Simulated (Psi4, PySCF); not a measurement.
Complex: H2O (SMILES O) (first 3 atoms) with H2O (SMILES O); geometry from S66by8 set.
(charge 0, multiplicity 1):
```tsv
atom	x (Å)	y (Å)	z (Å)
O	-1.7759	-0.0416	0.0055
H	-2.0959	0.8612	-0.0160
H	-0.8161	0.0565	0.0007
O	1.6982	0.0368	-0.0052
H	2.0748	-0.4016	0.7610
H	2.0704	-0.4394	-0.7506
```

Interaction energies are E(AB) − E(A) − E(B) at the monomers' geometry in the complex; basis-set methods are counterpoise corrected. Rows marked so take none.

Cores are frozen in the correlated methods. Rows in 3-21G, 6-31G* carry no dispersion term and start afresh at each structure (6-31G* with six Cartesian d functions).

The values were computed with Psi4 for SAPT; PySCF for 3-21G rows, 6-31G* rows. Each number belongs to the level named beside it.

Problem. What is the computed interaction energy (HF/3-21G (no counterpoise))?

Solution. -6.6 kcal/mol
